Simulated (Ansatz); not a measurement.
Energy needed to pull apart SiH3, doublet, into free ground-state atoms, from the structure below (displaced at random from a GFN2-xTB minimum); no zero-point or spin–orbit terms; open-shell atoms are treated unrestricted, in their ground-state multiplicity.

```xyz
4
angstrom
Si 0.2895 -0.2177 -0.1179
H 0.7327 0.8160 1.1546
H -0.4031 -1.4235 0.0035
H -0.6464 1.0209 -1.1904
```

Ansatz 0.2.0; basis: def2-TZVPP; cores frozen in the correlated methods; orbitals are unrestricted. B3LYP uses VWN-RPA correlation.

```
   method  atomization energy (kJ/mol)
   PBE-D4                          818
r2SCAN-D4                          834
  PBE0-D4                          810
 B3LYP-D4                          835
  LC-wPBE                          804
  wB97M-V                            ?
       HF                          607
      MP2                            ?
     CCSD                          800
  CCSD(T)                          804
```

Task: What does wB97M-V give? (Judge from chemistry; the value comes from the calculation.)

Result: By the calculation: 816 kJ/mol, which is about 12 kJ/mol more than CCSD(T)/def2-TZVPP.

Task: What does MP2 give? (An estimate is asked for; the value comes from the calculation.)

Result: Computed: 771 kJ/mol, which is about 34 kJ/mol less than CCSD(T)/def2-TZVPP.

In triple zeta the MP2 and coupled-cluster atomization energies are still short of their basis limit by a few kcal/mol a bond, whereas those of the functionals are nearly converged, so these differences are not deviations from converged CCSD(T).

The T1 diagnostic stays at or below 0.019. ⟨S²⟩ of the unrestricted Hartree–Fock references: 0.76 (a pure state has 0.75).

For scale, one of the runs: CCSD(T)/def2-TZVPP forces, 84 basis functions (an equivalent command: `ansatz run in.yaml --threads 4`). The run took about 3 s on 4 CPU threads (shared host).
